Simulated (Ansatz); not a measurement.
Born–Oppenheimer molecular dynamics of H4OSi (6 atoms, charge 0, multiplicity 1). It starts from a rough guess of a transition structure, not a stationary point.

Level of theory: UHF/def2-SVP (Ansatz).

```json
{
  "ensemble": "NVE (velocity Verlet)",
  "time step": "0.5 fs",
  "steps asked": "150",
  "starting velocities drawn for": "300 K",
  "seed": "68493"
}
```

Frames 5 fs apart, positions in Å, forces in eV/Å.

Velocities at 0.0 fs (Å/ps):

```
Si -2.82 1.45 -1.40
H -28.01 -4.67 0.21
O 4.69 -3.00 3.65
H 27.63 6.50 1.60
H 3.17 -3.26 -11.89
H 1.39 8.75 -8.76
```

```xyz
6
Properties=species:S:1:pos:R:3:forces:R:3 time_fs=0.0 energy_less_start_eV=0.000 T=300
Si -0.597 0.495 -0.528 -0.35 -0.05 0.01
H 0.926 0.163 -0.621 1.35 -0.86 0.67
O 1.155 -0.287 0.564 -0.77 0.64 -0.63
H -1.551 -0.619 -0.433 -0.08 -0.39 0.02
H -1.160 1.489 0.386 0.06 0.31 0.39
H 1.227 -1.240 0.633 -0.21 0.35 -0.46
6
Properties=species:S:1:pos:R:3:forces:R:3 time_fs=5.0 energy_less_start_eV=-0.306 T=897
Si -0.612 0.503 -0.536 -0.40 0.52 -0.63
H 0.969 0.045 -0.537 1.88 -0.92 2.30
O 1.173 -0.292 0.577 -0.87 0.22 -2.41
H -1.468 -0.676 -0.413 -0.45 -0.40 0.36
H -1.147 1.521 0.388 -0.07 -0.04 0.39
H 1.215 -1.252 0.545 -0.09 0.63 -0.01
6
Properties=species:S:1:pos:R:3:forces:R:3 time_fs=10.0 energy_less_start_eV=-1.359 T=2899
Si -0.630 0.515 -0.550 -0.76 -0.05 -0.40
H 1.450 -0.171 -0.276 1.91 1.74 -3.13
O 1.178 -0.294 0.575 -1.20 -0.55 1.89
H -1.468 -0.801 -0.308 0.42 1.01 0.39
H -1.151 1.533 0.483 0.05 -0.86 -0.02
H 1.182 -1.228 0.491 -0.42 -1.29 1.27
6
Properties=species:S:1:pos:R:3:forces:R:3 time_fs=15.0 energy_less_start_eV=-1.373 T=2955
Si -0.656 0.528 -0.567 0.01 -0.20 0.05
H 2.010 -0.169 -0.175 -4.31 -0.83 4.02
O 1.188 -0.308 0.570 3.77 -0.38 -4.03
H -1.394 -0.734 -0.116 0.15 0.14 -0.04
H -1.148 1.374 0.587 0.15 -0.07 0.09
H 1.088 -1.274 0.656 0.23 1.35 -0.09
6
Properties=species:S:1:pos:R:3:forces:R:3 time_fs=20.0 energy_less_start_eV=-1.696 T=3560
Si -0.681 0.540 -0.584 0.12 0.23 0.42
H 2.224 -0.239 0.550 -3.29 -0.10 -0.25
O 1.215 -0.325 0.522 3.15 0.82 -0.11
H -1.285 -0.648 0.073 -0.14 -1.01 -0.34
H -1.105 1.197 0.710 0.29 0.73 -0.04
H 1.011 -1.175 0.855 -0.14 -0.67 0.33
6
Properties=species:S:1:pos:R:3:forces:R:3 time_fs=25.0 energy_less_start_eV=-1.497 T=3169
Si -0.706 0.552 -0.596 -0.35 -0.75 1.96
H 2.118 -0.275 0.991 -1.64 0.94 -1.85
O 1.257 -0.343 0.493 2.40 -1.35 2.66
H -1.196 -0.743 0.165 0.11 0.26 -1.06
H -0.997 1.170 0.806 0.24 0.47 -0.76
H 0.936 -1.068 1.038 -0.75 0.43 -0.93
6
Properties=species:S:1:pos:R:3:forces:R:3 time_fs=30.0 energy_less_start_eV=-1.102 T=2431
Si -0.733 0.559 -0.594 0.29 -0.44 0.53
H 1.871 -0.038 1.379 -2.32 -1.13 -5.08
O 1.320 -0.382 0.477 1.47 0.65 6.59
H -1.096 -0.804 0.035 -0.24 0.32 -0.35
H -0.839 1.256 0.752 -0.10 0.12 -0.08
H 0.684 -0.904 1.018 0.89 0.48 -1.62
6
Properties=species:S:1:pos:R:3:forces:R:3 time_fs=35.0 energy_less_start_eV=-1.144 T=2507
Si -0.758 0.563 -0.588 0.21 1.14 -1.48
H 1.586 0.116 1.149 2.22 5.09 5.96
O 1.380 -0.416 0.517 -1.78 -4.54 -6.11
H -1.047 -0.816 -0.171 -0.35 -0.51 0.70
H -0.696 1.369 0.674 -0.17 -0.34 0.44
H 0.524 -0.732 0.731 -0.14 -0.83 0.48
6
Properties=species:S:1:pos:R:3:forces:R:3 time_fs=40.0 energy_less_start_eV=-0.288 T=864
Si -0.782 0.575 -0.593 -0.39 0.63 -1.21
H 1.377 0.537 1.109 0.58 -5.72 -2.97
O 1.433 -0.464 0.547 -1.48 5.77 2.80
H -1.072 -0.892 -0.238 -0.01 0.68 0.54
H -0.597 1.400 0.679 -0.29 -0.72 0.06
H 0.488 -0.681 0.485 1.60 -0.64 0.78
6
Properties=species:S:1:pos:R:3:forces:R:3 time_fs=45.0 energy_less_start_eV=-0.946 T=2105
Si -0.809 0.593 -0.608 -0.50 0.24 -0.78
H 1.287 0.349 0.773 -0.97 7.00 2.01
O 1.476 -0.468 0.595 1.88 -6.32 -1.81
H -1.107 -0.841 -0.179 -0.02 0.41 0.18
H -0.559 1.276 0.710 -0.17 -0.23 0.11
H 0.642 -0.839 0.390 -0.22 -1.10 0.28
6
Properties=species:S:1:pos:R:3:forces:R:3 time_fs=50.0 energy_less_start_eV=-0.939 T=2110
Si -0.840 0.613 -0.629 -0.10 0.44 -0.13
H 1.227 0.509 0.667 0.81 -4.70 0.03
O 1.524 -0.493 0.628 -0.45 3.33 -0.20
H -1.157 -0.714 -0.071 -0.35 -0.72 -0.10
H -0.569 1.105 0.766 -0.13 0.52 -0.03
H 0.843 -1.129 0.401 0.21 1.14 0.43
6
Properties=species:S:1:pos:R:3:forces:R:3 time_fs=55.0 energy_less_start_eV=-0.867 T=1969
Si -0.872 0.635 -0.651 -0.46 -0.70 0.98
H 1.077 0.394 0.546 2.02 -4.29 0.90
O 1.586 -0.513 0.662 -0.87 3.91 -0.56
H -1.273 -0.708 -0.003 -0.08 0.19 -0.80
H -0.607 1.042 0.804 0.02 0.63 -0.50
H 1.057 -1.274 0.496 -0.63 0.25 -0.02
```

Of the whole run (75 fs, mean temperature of the second half 1987 K): The conserved energy stayed within 3.8 meV per atom of its start (net change -0.37 meV per atom), so there is no drift, though single steps change it by up to 25 meV in the whole system, a sign of fast motions only just resolved. The system heated up, since it started high on the potential surface and ran downhill. A run of 0.075 ps of so small a system gives no equilibrium averages.

The run took 47 s on 1 thread of Arm Neoverse V2, on a shared host, peak memory 0.095 GiB.
